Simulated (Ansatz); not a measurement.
pyrazine (C4H4N2), SMILES c1cnccn1.

Geometry optimised at PBE0-D3(BJ)/def2-SVP.

Two levels are set side by side: PBE/def2-SVPD (Ansatz, a program for electronic structure) and CAM-B3LYP/def2-SVPD (Ansatz). Energy differences of separate SCF runs at the same geometry; the states with an electron removed or added have multiplicity 2 and 2. Differences are taken from unrounded values.

| quantity | CAM-B3LYP | PBE | PBE minus CAM-B3LYP |
|---|---|---|---|
| vertical ionisation energy (eV) | 9.80 | 9.00 | -0.80 |
| vertical singlet–triplet gap (eV) | 3.57 | 2.96 | -0.61 |
